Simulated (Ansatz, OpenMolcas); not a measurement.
## SiNH4F (SMILES N[SiH2]F): methods side by side

The species is SiNH4F (7 atoms), meant as a singlet with charge 0. As SMILES, `N[SiH2]F`. The shape is that of a PBE0-D4/def2-TZVP optimisation. This is one conformer, not always the lowest.

```xyz
7

N    -0.7615    0.3390   -0.6252
Si    0.5311   -0.1157    0.3734
F     0.5151   -1.6539    0.8298
H    -0.7866    0.1051   -1.6036
H    -1.6822    0.5135   -0.2584
H     0.4559    0.6762    1.6207
H     1.7894    0.0680   -0.3823
```

Each level gives the energy change with the N1–H5 bond stretched from 1.006 to 1.308 Å (eV). The values are calculated.

```tsv
level	kind	program	value (eV)	CPU time (all runs)
HF/aug-cc-pVDZ (restricted)	Hartree–Fock	Ansatz	1.38	5 s
SVWN5/aug-cc-pVDZ (restricted)	LDA	Ansatz	1.03	6.3 s
BLYP/aug-cc-pVDZ (restricted)	GGA	OpenMolcas	1.02	70 s
PBE/aug-cc-pVDZ (restricted)	GGA	OpenMolcas	1.04	70 s
BHLYP/aug-cc-pVDZ (restricted)	global hybrid	OpenMolcas	1.27	67 s
HSE06/aug-cc-pVDZ (restricted)	range-separated hybrid	Ansatz	1.17	11 s
wB97X/aug-cc-pVDZ (restricted)	range-separated hybrid	Ansatz	1.20	30 s
RPA@PBE0/aug-cc-pVDZ (restricted)	RPA	Ansatz	1.10	16 s
```

The first shape isn't each level's own minimum. The values span 1.02 to 1.38 eV. Times are those of the runs behind each value, whatever else they computed, on shared processors of several kinds: orders of magnitude only.
